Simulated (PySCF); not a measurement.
Planning calculations on cyclopropanone, `O=C1CC1` (8 atoms, 30 electrons) with PySCF and density fitting; every job is of one kind: TDDFT. Hardware: Arm Neoverse V1, one thread, shared host with 32 logical CPUs at a one-minute load of 13. Times on a shared machine are rough. SCF iterations of a TDDFT job count the ground state alone. Geometry: PBE0-D3(BJ)/def2-SVP.

Species: cyclopropanone, C3H4O.
Structure used (PBE0-D3(BJ)/def2-SVP), in Å, numbered top down from 1:
```
atom  x, y, z in Å
O1    -1.348    1.641    0.124
C2    -0.592    0.721    0.055
C3     0.797    0.248    0.065
C4    -0.405   -0.725   -0.102
H5     1.428    0.440   -0.810
H6     1.340    0.232    1.017
H7    -0.652   -1.384    0.738
H8    -0.568   -1.174   -1.088
```

| job | basis functions | grid | SCF iterations | other work |
| --- | --- | --- | --- | --- |
| PBE0/def2-SVP | 76 | level 2 | 13 | 10 singlets, 4 triplets, polarisability |
| CAM-B3LYP/def2-SVPD | 115 | level 2 | 13 | 10 singlets, 4 triplets, polarisability, ion SCF |
| PBE/def2-SVPD | 115 | level 2 | 15 | 10 singlets, 4 triplets, polarisability, ion SCF |
| B3LYP/def2-SVPD | 115 | level 2 | 12 | 10 singlets, 4 triplets, polarisability, ion SCF |
| LC-wPBE/def2-SVPD | 115 | level 2 | 13 | 10 singlets, 4 triplets, polarisability, ion SCF |
| BHandHLYP/def2-SVPD | 115 | level 2 | 12 | 10 singlets, 4 triplets, polarisability, ion SCF |
| wB97X-D/def2-SVPD | 115 | level 2 | 14 | 10 singlets, 4 triplets, polarisability, ion SCF |
| LDA/def2-SVPD | 115 | level 2 | 15 | 10 singlets, 4 triplets, polarisability, ion SCF |
| PBE0/def2-TZVP | 148 | level 2 | 12 | 10 singlets, 4 triplets, polarisability |
| PBE0/6-31G* | 64 | level 2 | 13 | 10 singlets, 4 triplets, polarisability |

(1) Sort the jobs into tiers of rough cost, cheapest first; a new tier starts where the time jumps by half or more.

(2) What do these jobs cost together, and what share goes to the dearest?

(3) How much memory did the process hold at its peak in each job?

Results:

(1) 
- about 3 to 4 core-seconds: PBE0/6-31G*; PBE0/def2-SVP
- about 8 to 19 core-seconds: PBE0/def2-TZVP; BHandHLYP/def2-SVPD; wB97X-D/def2-SVPD; CAM-B3LYP/def2-SVPD; LDA/def2-SVPD; B3LYP/def2-SVPD; LC-wPBE/def2-SVPD; PBE/def2-SVPD

Within a tier the order means little. Dearest over cheapest: a factor of about 6.

(2) About 110 core-seconds, of which PBE/def2-SVPD takes about 15 %.

(3) LDA/def2-SVPD: 0.32 GiB; PBE0/6-31G*: 0.35 GiB; PBE0/def2-SVP: 0.38 GiB; PBE/def2-SVPD: 0.44 GiB; BHandHLYP/def2-SVPD: 0.50 GiB; B3LYP/def2-SVPD: 0.50 GiB; LC-wPBE/def2-SVPD: 0.50 GiB; wB97X-D/def2-SVPD: 0.51 GiB; CAM-B3LYP/def2-SVPD: 0.52 GiB; PBE0/def2-TZVP: 0.58 GiB.
